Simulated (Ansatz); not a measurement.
Ansatz (a quantum-chemistry and plane-wave program) input (B3LYP/6-31G**): The .json file is the Basis Set Exchange's 6-31G**.

Ansatz 0.2 input:
```yaml
crystal:
  periodic: [false, false, false]
  atoms:
    - {symbol: O, position_ang: [1.18305207, 0.34569777, 0.00221414]}
    - {symbol: C, position_ang: [-0.01560079, 0.64877161, -0.00691488]}
    - {symbol: C, position_ang: [-0.95954357, -0.64362375, 0.00203245]}
    - {symbol: H, position_ang: [-0.38234312, -1.58832861, 0.01484689]}
    - {symbol: H, position_ang: [-1.61996547, -0.59478565, 0.87932223]}
    - {symbol: H, position_ang: [-1.61124183, -0.61335505, -0.88258769]}
basis:
  gaussian:
    orbitals: 6-31G__.json
hamiltonian:
  xc: {name: B3LYP}
total_charge: -1
output: {forces: true}
```

From the last part of the output:

```
WARN ansatz: RAYON_NUM_THREADS=1 ignored (pool sized by the plan → 1); use --threads N
Functional definition: B3LYP
integrals: 0.01 GiB planned
576 factors; integrals over basis functions are off by at most 1.0e-3 eV
mean field: 0.14 GiB planned
mean field evaluation 1: about -4166.5829 eV, gradient 2.0e1 eV
mean field evaluation 2: about -4166.4834 eV, gradient 2.1e1 eV
mean field evaluation 4: about -4167.5580 eV, gradient 1.2e0 eV
mean field evaluation 8: about -4167.5582 eV, gradient 1.7e-2 eV
mean field -4167.55818907 eV, -153.1549385761 hartree, gradient 8.9e-5 eV, S^2 0.000000; 0 other end points of the search recorded, 0 dependent functions left out
the calculation of the forces begins
reference -4167.55836157 eV, -153.1549449151 hartree; 12, 12 occupied and 48, 48 virtual orbitals, 576 factors
Total energy: -4167.55836157 eV, -153.1549449151 hartree
Atom 0 at     1.183052     0.345698     0.002214 Å, force     1.123916    -0.556971     0.011435 eV/Å
Atom 1 at    -0.015601     0.648772    -0.006915 Å, force    -0.960107     1.245701    -0.017883 eV/Å
Atom 2 at    -0.959544    -0.643624     0.002032 Å, force     0.191329    -0.267689     0.003769 eV/Å
Atom 3 at    -0.382343    -1.588329     0.014847 Å, force    -0.079899    -0.261954     0.002365 eV/Å
Atom 4 at    -1.619965    -0.594786     0.879322 Å, force    -0.138083    -0.078559     0.093568 eV/Å
Atom 5 at    -1.611242    -0.613355    -0.882588 Å, force    -0.137158    -0.080528    -0.093255 eV/Å
Dipole moment:    -0.256152    -0.410080     0.003054 e Å
```

The dipole moment of an ion depends on the origin.
